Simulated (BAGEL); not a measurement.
**C2H4NO2 (SMILES [O]CNC=O) at UHF/6-31G(d) (density fitting with qzvpp-jkfit, spherical functions)**

What is the vertical ionisation energy of C2H4NO2 at UHF/6-31G* (density fitting with qzvpp-jkfit, spherical functions)? 

The calculation is run with BAGEL 1.2.2.

2 further runs of the same task are left out: 1 that didn't finish, 1 set aside as unsound or not needed.

**1. The structure to begin with**

C2H4NO2 has 9 atoms, charge 0, and is taken as a doublet. SMILES: `[O]CNC=O`. The shape is that of a GFN2-xTB optimisation. This is one conformer, not always the lowest.

Bond lengths: O1–C2 1.278 Å, C2–N3 1.451 Å, N3–C4 1.355 Å, C4–O5 1.203 Å, C2–H6 1.127 Å, C2–H7 1.127 Å, N3–H8 1.011 Å, C4–H9 1.103 Å. Some angles: O1–C2–N3 116.3°, C2–N3–C4 122.7°, N3–C4–O5 124.1°, O1–C2–H6 113.1°, O1–C2–H7 113.1°, N3–C2–H6 106.9°, N3–C2–H7 106.9°, C2–N3–H8 115.8°, C4–N3–H8 121.5°, N3–C4–H9 112.6°.

**2. The energy at UHF/6-31G(d) (density fitting with qzvpp-jkfit, spherical functions)**

Contents of hf.json:

```json
{ "bagel" : [

{
  "title" : "molecule",
  "basis" : "6-31gs.json",
  "df_basis" : "qzvpp-jkfit",
  "angstrom" : true,
  "geometry" : [
    { "atom" : "O", "xyz" : [    1.055320,   -1.810600,   -0.740050 ] },
    { "atom" : "C", "xyz" : [    0.858750,   -0.620890,   -0.316010 ] },
    { "atom" : "N", "xyz" : [   -0.516150,   -0.260970,   -0.022440 ] },
    { "atom" : "C", "xyz" : [   -0.871580,    0.964730,    0.432800 ] },
    { "atom" : "O", "xyz" : [   -0.093620,    1.859970,    0.636100 ] },
    { "atom" : "H", "xyz" : [    1.465550,   -0.371740,    0.600550 ] },
    { "atom" : "H", "xyz" : [    1.263110,    0.169410,   -1.010380 ] },
    { "atom" : "H", "xyz" : [   -1.202950,   -0.985510,   -0.179640 ] },
    { "atom" : "H", "xyz" : [   -1.958430,    1.055610,    0.599060 ] }
  ]
},
{
  "title" : "uhf",
  "nopen" : 1
},
{
  "title" : "print",
  "file" : "orbitals.molden",
  "orbitals" : true
}

]}
```

The basis set 6-31G* is read from a file made from the Basis Set Exchange's data (not shown).

Started as:

```bash
$ BAGEL_NUM_THREADS=1 BAGEL hf.json > hf.out
```

What it wrote:

```text
* using 1 threads per process

  ===============================================================
  ===============================================================

  *** Geometry ***

  { "atom" : "O", "xyz" : [      1.994266,     -3.421538,     -1.398492 ] },
  { "atom" : "C", "xyz" : [      1.622802,     -1.173312,     -0.597172 ] },
  { "atom" : "N", "xyz" : [     -0.975382,     -0.493162,     -0.042405 ] },
  { "atom" : "C", "xyz" : [     -1.647047,      1.823075,      0.817873 ] },
  { "atom" : "O", "xyz" : [     -0.176916,      3.514834,      1.202055 ] },
  { "atom" : "H", "xyz" : [      2.769488,     -0.702487,      1.134875 ] },
  { "atom" : "H", "xyz" : [      2.386932,      0.320139,     -1.909341 ] },
  { "atom" : "H", "xyz" : [     -2.273246,     -1.862344,     -0.339470 ] },
  { "atom" : "H", "xyz" : [     -3.700896,      1.994814,      1.132059 ] },

  Number of auxiliary basis functions:      453

  Since a DF basis is specified, we compute 2- and 3-index integrals:
    o Being stored without compression. Storage requirement is 0.022 GB

  Number of basis functions:       78
  Number of electrons      :       39

    * METHOD: MOLECULE                             0.19

  *** Open-shell HF ***

  === Nuclear Repulsion ===
   169.2068909059

      * DIIS with orbital gradients will be used.

  === UHF iteration (6-31gs.json) ===
      0       -281.75868231          0.05192213           0.11
      1       -281.94736226          0.04305847           0.11
      2       -282.03941575          0.03155700           0.11
      3       -282.16148217          0.00481729           0.11
      4       -282.17343736          0.00318665           0.11
      5       -282.18256174          0.00153548           0.11
      6       -282.18481276          0.00049514           0.11
      7       -282.18493629          0.00025782           0.11
      8       -282.18497317          0.00013121           0.11
      9       -282.18498757          0.00004208           0.11
     10       -282.18499526          0.00001254           0.11
     11       -282.18499815          0.00000686           0.11
     12       -282.18499902          0.00000399           0.11
     13       -282.18499955          0.00000183           0.11
     14       -282.18499959          0.00000077           0.11
     15       -282.18499960          0.00000037           0.11
     16       -282.18499960          0.00000020           0.11
     17       -282.18499961          0.00000010           0.11
     18       -282.18499961          0.00000008           0.11
     19       -282.18499961          0.00000007           0.11
     20       -282.18499961          0.00000007           0.11
     21       -282.18499961          0.00000006           0.11
     22       -282.18499961          0.00000005           0.11
     23       -282.18499961          0.00000003           0.11
     24       -282.18499961          0.00000002           0.11
     25       -282.18499961          0.00000002           0.11
     26       -282.18499961          0.00000001           0.11
     27       -282.18499961          0.00000001           0.11
     28       -282.18499961          0.00000001           0.11
     29       -282.18499961          0.00000001           0.11
    * SCF iteration converged.

    * S^2 (UHF) is 0.7634

    * Permanent dipole moment:
           (    0.693823,     0.778496,     0.174940) a.u.

    * METHOD: UHF                                  3.43

    * METHOD: PRINT                                0.01

  ===============================================================
```

It took 3.9 s on 1 thread of Arm Neoverse V2, shared host; peak memory 0.1 GiB.

**3. The singlet cation at the same level**

Contents of calc.json:

```json
{ "bagel": [

{
  "title": "molecule",
  "basis": "6-31gs.json",
  "df_basis": "qzvpp-jkfit",
  "angstrom": true,
  "geometry": [
    { "atom": "O", "xyz": [       1.055320,      -1.810600,      -0.740050 ] },
    { "atom": "C", "xyz": [       0.858750,      -0.620890,      -0.316010 ] },
    { "atom": "N", "xyz": [      -0.516150,      -0.260970,      -0.022440 ] },
    { "atom": "C", "xyz": [      -0.871580,       0.964730,       0.432800 ] },
    { "atom": "O", "xyz": [      -0.093620,       1.859970,       0.636100 ] },
    { "atom": "H", "xyz": [       1.465550,      -0.371740,       0.600550 ] },
    { "atom": "H", "xyz": [       1.263110,       0.169410,      -1.010380 ] },
    { "atom": "H", "xyz": [      -1.202950,      -0.985510,      -0.179640 ] },
    { "atom": "H", "xyz": [      -1.958430,       1.055610,       0.599060 ] }
  ]
},

{
  "title": "hf",
  "charge": 1
},

{
  "title": "print",
  "file": "orbitals.molden",
  "orbitals": true
}

]}
```

The basis set 6-31G* is read from a file made from the Basis Set Exchange's data (not shown).

Started as:

```bash
$ BAGEL_NUM_THREADS=1 BAGEL calc.json > calc.out
```

What it wrote:

```text
* using 1 threads per process

  ===============================================================
  ===============================================================

  *** Geometry ***

  { "atom" : "O", "xyz" : [      1.994266,     -3.421538,     -1.398492 ] },
  { "atom" : "C", "xyz" : [      1.622802,     -1.173312,     -0.597172 ] },
  { "atom" : "N", "xyz" : [     -0.975382,     -0.493162,     -0.042405 ] },
  { "atom" : "C", "xyz" : [     -1.647047,      1.823075,      0.817873 ] },
  { "atom" : "O", "xyz" : [     -0.176916,      3.514834,      1.202055 ] },
  { "atom" : "H", "xyz" : [      2.769488,     -0.702487,      1.134875 ] },
  { "atom" : "H", "xyz" : [      2.386932,      0.320139,     -1.909341 ] },
  { "atom" : "H", "xyz" : [     -2.273246,     -1.862344,     -0.339470 ] },
  { "atom" : "H", "xyz" : [     -3.700896,      1.994814,      1.132059 ] },

  Number of auxiliary basis functions:      453

  Since a DF basis is specified, we compute 2- and 3-index integrals:
    o Being stored without compression. Storage requirement is 0.022 GB

  Number of basis functions:       78
  Number of electrons      :       39

    * METHOD: MOLECULE                             0.19

  *** RHF ***

  === Nuclear Repulsion ===
   169.2068909059

      * DIIS with orbital gradients will be used.

  === RHF iteration (6-31gs.json) ===
      0       -281.33683751          0.02859433           0.05
      1       -281.42235021          0.02867375           0.05
      2       -281.71317981          0.00506849           0.05
      3       -281.72567536          0.00351839           0.05
      4       -281.73225035          0.00125993           0.05
      5       -281.73388423          0.00097974           0.05
      6       -281.73476811          0.00059770           0.05
      7       -281.73534959          0.00021681           0.05
      8       -281.73544156          0.00007811           0.05
      9       -281.73545288          0.00004284           0.05
     10       -281.73545618          0.00000957           0.05
     11       -281.73545624          0.00000471           0.05
     12       -281.73545627          0.00000184           0.05
     13       -281.73545627          0.00000087           0.05
     14       -281.73545627          0.00000049           0.05
     15       -281.73545627          0.00000018           0.05
     16       -281.73545627          0.00000011           0.05
     17       -281.73545627          0.00000007           0.05
     18       -281.73545627          0.00000002           0.05
     19       -281.73545627          0.00000002           0.05
     20       -281.73545627          0.00000002           0.05
     21       -281.73545627          0.00000001           0.05
     22       -281.73545627          0.00000001           0.05
     23       -281.73545627          0.00000000           0.05
    * SCF iteration converged.

    * Permanent dipole moment:
           (   -0.321240,     1.524788,     0.552522) a.u.

    * METHOD: HF                                   1.43

    * METHOD: PRINT                                0.01

  ===============================================================
```

Wall time 1.8 s (1 thread of Arm Neoverse V2, shared host); peak memory 0.1 GiB.

**4. Outcome**

Level: UHF/6-31G* (density fitting with qzvpp-jkfit, spherical functions).

```
                                          quantity          value
                     doublet C2H4NO2: total energy  -282.18500 Eh
                    doublet C2H4NO2: dipole moment         2.69 D
                             doublet C2H4NO2: ⟨S²⟩          0.763
                      singlet cation: total energy  -281.73546 Eh
                       singlet cation: HOMO energy      -17.24 eV
                       singlet cation: LUMO energy       -9.82 eV
                     singlet cation: HOMO–LUMO gap        7.42 eV
vertical ionisation energy (to the singlet cation)      12.233 eV
```

Removing an electron at fixed nuclei costs 12.23 eV (1180 kJ/mol). Only the singlet of the ionised species was computed; a triplet could lie lower.
